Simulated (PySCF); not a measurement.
Si(F)4 cation (F4Si), SMILES F[Si](F)(F)F (connectivity only; charge and spin as stated), charge +1, multiplicity 2.

Geometry: ωB97X-D3(BJ)/def2-SVP. The spin state was assumed, not searched. The isomer is the one that the SMILES or the coordinates give; other isomers of the formula were not compared.

Computed with PBE/def2-TZVP run with PySCF.

The molecule is in vacuum.

* **total energy**: -688.27635 hartree
* **point group**: C2v
* **α spin, highest occupied and lowest empty level**: -17.91 and -9.16 eV
* **β spin, highest occupied and lowest empty level**: -17.88 and -17.27 eV
* **dipole moment about the centre of nuclear charge**: 0.31 D
* **mean static polarisability**: 26.1 bohr³ (3.86 Å³)
* **polarisability, principal values**: 23.9, 25.6, 28.7 bohr³
* **⟨S²⟩**: 0.752 (pure state 0.75)
